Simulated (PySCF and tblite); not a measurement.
The numbers below are computed, except where a source is named.
System: C₃H₄FN, numbered as in [H]/[N:5]=[CH:4]\[C:2](=[CH2:1])[F:3].

Motion: planar inversion at N5 (torsion C2–C4–N5–H from 0° to 180°). GFN2-xTB gives an electronic barrier of 21.9 kcal/mol and a reaction energy of 0.4 kcal/mol.

In real samples N–H and O–H hydrogens exchange between molecules, which also interchanges these forms.

**Question.** What does PBE0/pcSseg-2 + D3(BJ) give on PBE0-D3(BJ)/def2-SVP geometries?

**Answer.** A barrier of 25.0 kcal/mol, 3.2 above the tight-binding barrier (from unrounded values), a reaction energy of -1.5 kcal/mol and, with GFN2-xTB thermal terms, ΔG‡(298 K) = 23.1 kcal/mol and k = 7.3×10⁻⁵ s⁻¹ (1 equivalent path).

**Question.** And the level of the geometries itself, PBE0-D3(BJ)/def2-SVP?

**Answer.** 24.7 kcal/mol.

Programs: tblite and PySCF.
